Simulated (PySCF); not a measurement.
# Broadened absorption spectrum of 1-piperideine

1-piperideine, C5H9N.
Numbering: `[CH:1]1=[N:2][CH2:3][CH2:4][CH2:5][CH2:6]1` (hydrogens: H7 on C1; H8, H9 on C3; H10, H11 on C4; H12, H13 on C5; H14, H15 on C6)

Computed with TDDFT CAM-B3LYP/def2-SVPD, vertical, gas phase, core orbitals frozen in the response in PySCF. Geometry: GFN2-xTB, one conformer, isolated molecule.

Computed states:

```csv
state,E (eV),f
S1,4.94,0.0027
S2,6.62,0.0066
S3,7.44,0.016
S4,7.54,0.159
S5,7.64,0.0038
S6,7.74,0.011
S7,8.11,0.070
S8,8.27,0.0009
```

Broadening: Gaussians 0.25 eV wide at half height, area fixed by f = 4.319×10⁻⁹ ∫ε dν̃. The width is an assumption, not a result. The curve ends short of the highest state used, and states not computed would add to its high-energy end.

(1) What does the envelope look like, and where are its maxima?

(2) Coming from long wavelengths, where does ε first pass 100 L mol⁻¹ cm⁻¹?

(3) On this curve, what absorbance would a 10⁻³ mol/L sample give at 254 nm over a 1 cm path?

## Answers

(1) 
(E (eV), ε (L mol⁻¹ cm⁻¹)): (4.56, 1), (4.65, 8), (4.74, 53), (4.83, 177), (4.92, 287), (5.00, 241), (5.09, 101), (5.18, 21), (5.27, 2), (5.36, 0), (5.45, 0), (5.54, 0), (5.63, 0), (5.71, 0), (5.80, 0), (5.89, 0), (5.98, 0), (6.07, 0), (6.16, 0), (6.25, 2), (6.34, 22), (6.43, 142), (6.51, 413), (6.60, 700), (6.69, 578), (6.78, 233), (6.87, 46), (6.96, 4), (7.05, 2), (7.14, 41), (7.22, 351), (7.31, 2322), (7.40, 8566), (7.49, 16971), (7.58, 17617), (7.67, 9868)

Maxima: 251 nm (4.94 eV), ε about 290, made up of S1 (100%); 187 nm (6.62 eV), ε about 710, made up of S2 (100%); 164 nm (7.54 eV), ε about 19000, made up of S4 (92%) (ε in L mol⁻¹ cm⁻¹; maxima over ε = 5, shares over 10%).

(2) At about 259 nm (4.78 eV), 0.15 eV below S1.

(3) 254 nm is 4.881 eV, where ε is about 250 L mol⁻¹ cm⁻¹, so A = ε c l ≈ 0.25 (Beer–Lambert, with the gas-phase spectrum and the assumed width).

On an Arm Neoverse V2 with one thread, no GPU, on a shared host, this took 26 s wall.
